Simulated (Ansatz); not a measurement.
All numbers were calculated with Ansatz.

A structure relaxed at PBE0-D4/def2-TZVP, charge 0, multiplicity 1:

```json
{"atom": "C1", "x (Å)": "-0.558", "y (Å)": "-0.748", "z (Å)": "1.037"}
{"atom": "C2", "x (Å)": "0.411", "y (Å)": "-0.113", "z (Å)": "0.399"}
{"atom": "C3", "x (Å)": "0.213", "y (Å)": "0.634", "z (Å)": "-0.875"}
{"atom": "F4", "x (Å)": "-1.032", "y (Å)": "0.454", "z (Å)": "-1.376"}
{"atom": "F5", "x (Å)": "1.099", "y (Å)": "0.189", "z (Å)": "-1.811"}
{"atom": "H6", "x (Å)": "-1.570", "y (Å)": "-0.763", "z (Å)": "0.651"}
{"atom": "H7", "x (Å)": "-0.365", "y (Å)": "-1.275", "z (Å)": "1.963"}
{"atom": "H8", "x (Å)": "1.427", "y (Å)": "-0.091", "z (Å)": "0.780"}
{"atom": "H9", "x (Å)": "0.374", "y (Å)": "1.713", "z (Å)": "-0.766"}
```

Problem. Give its formula and SMILES.

Solution. C3H4F2, `C=CC(F)F`.

Problem. Summarise the bond lengths by kind.

Solution. 2 × C–C 1.322 to 1.490 Å; 4 × C–H 1.083 to 1.097 Å; 2 × C–F 1.354 to 1.363 Å.
